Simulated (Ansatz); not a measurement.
A run for Ansatz (a quantum-chemistry and plane-wave program): R-r2SCAN/def2-TZVPP on chloromethane (SMILES CCl), atoms moved off the minimum.

Ansatz 0.2 input:
```yaml
crystal:
  periodic: [false, false, false]
  atoms:
    - {symbol: C, position_ang: [-1.18997249, -0.03643201, 0.11004835]}
    - {symbol: Cl, position_ang: [0.65608981, 0.02732088, 0.07294915]}
    - {symbol: H, position_ang: [-1.35948546, -0.70349513, -0.82854067]}
    - {symbol: H, position_ang: [-1.38046370, -0.38883831, 0.91262593]}
    - {symbol: H, position_ang: [-1.55232107, 0.98474182, -0.16136925]}
basis:
  gaussian:
    orbitals: def2-TZVPP
hamiltonian:
  xc: {name: r2SCAN}
scf: {lower_state_search: off}
output: {forces: true}
```

Output:

```
WARN ansatz: RAYON_NUM_THREADS=1 ignored (pool sized by the plan → 1); use --threads N
Functional definition: r2SCAN
these checks for a lower state are left out or cut short: stability, starts, cluster_reference, orbital_swaps, neighbouring_geometries, increment
integrals: 0.03 GiB planned
651 factors; their error is unknown
mean field: 0.28 GiB planned
mean field evaluation 1: about -13601.2484 eV, gradient 4.9e1 eV
mean field evaluation 2: about -13595.1923 eV, gradient 6.5e1 eV
mean field evaluation 4: about -13606.7458 eV, gradient 2.4e0 eV
mean field evaluation 8: about -13606.7597 eV, gradient 1.5e-1 eV
mean field evaluation 16: about -13606.7410 eV, gradient 9.8e-5 eV
mean field -13606.74104187 eV, -500.0385103085 hartree, gradient 3.3e-6 eV, S^2 0.000000; 0 other end points of the search recorded, 0 dependent functions left out
the calculation of the forces begins
reference -13606.74104979 eV, -500.0385105993 hartree; 13, 13 occupied and 102, 102 virtual orbitals, 651 factors
Total energy: -13606.74104979 eV, -500.0385105993 hartree
Atom 0 at    -1.189972    -0.036432     0.110048 Å, force     3.527800     4.089555   -13.009066 eV/Å
Atom 1 at     0.656090     0.027321     0.072949 Å, force    -0.441093     0.234756     0.203244 eV/Å
Atom 2 at    -1.359485    -0.703495    -0.828541 Å, force    -0.306257     0.951628     2.054969 eV/Å
Atom 3 at    -1.380464    -0.388838     0.912626 Å, force    -2.983013    -4.361374    10.028292 eV/Å
Atom 4 at    -1.552321     0.984742    -0.161369 Å, force     0.202563    -0.914565     0.722562 eV/Å
Dipole moment:    -0.443983    -0.013832    -0.009709 e Å
Checks for a lower state left out: stability, starts, cluster_reference, orbital_swaps, neighbouring_geometries, increment
```

Self-consistency was reached.

Cost: around 0.7 core-seconds (rough).
